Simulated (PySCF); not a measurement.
Species: CH₄ClSi (doublet state).
Numbering: `[SiH2:1][CH2:2][Cl:3]` (hydrogens: H4, H5 on Si1; H6, H7 on C2)

Cartesian coordinates in Å at the GFN2-xTB level; atoms count from 1:
```xyz
7
CH4ClSi angstrom
Si     1.1023   -0.2944    0.2492
C     -0.7816   -0.1704    0.0744
Cl    -1.2107    1.2807   -0.9249
H      1.7526   -0.5631   -1.0239
H      1.6549    0.8114    1.0147
H     -1.2194   -1.0221   -0.4406
H     -1.2947   -0.0373    1.0240
```

The hyperfine couplings belong to this conformer and change with its torsions.

Theory: UKS B3LYP, pcH-1 on C Cl H Si, non-relativistic, mean-field spin-orbit, GIAO (PySCF). The structure is a single GFN2-xTB conformer in the gas phase; no vibrational or solvent corrections. A GFN2-xTB geometry isn't a minimum of the functional, and hyperfine couplings can be far from their values at a DFT geometry, by a factor of two or more for some ions and for spin on atoms past the first row. The SCF solution wasn't tested for stability.

(1) Match the computed a_iso(1H) values +26.5, -0.7 MHz (means over equivalent nuclei) with the sites H4/H5; H6/H7.

Answers

(1) 
| site | a_iso (MHz) | ρ(0) (bohr⁻³) | position | distance from Si1 (Å) | bound to | spin population there | largest \|T\| (MHz) |
| --- | --- | --- | --- | --- | --- | --- | --- |
| H4/H5 | +26.5 | +0.0059 | 1 bond from Si1 | 1.45 | Si1 | +0.96 | 10.2 |
| H6/H7 | -0.7 | -0.0002 | 2 bonds from Si1 | 2.53 | C2 | -0.01 | 6.1 |

ρ(0) is the spin density at the nucleus and T the dipolar tensor; a_iso includes a spin–orbit part; entries for several nuclei are means. The largest Mulliken spin population is on Si1 (+0.96). The angles at Si1 add up to 339.7°, so it is pyramidal.

Hardware: one thread of an Arm Neoverse V1, no GPU, on a shared host. Cost: 11 s wall (with the writing of density and orbital grids), 0.44 GiB resident at most.
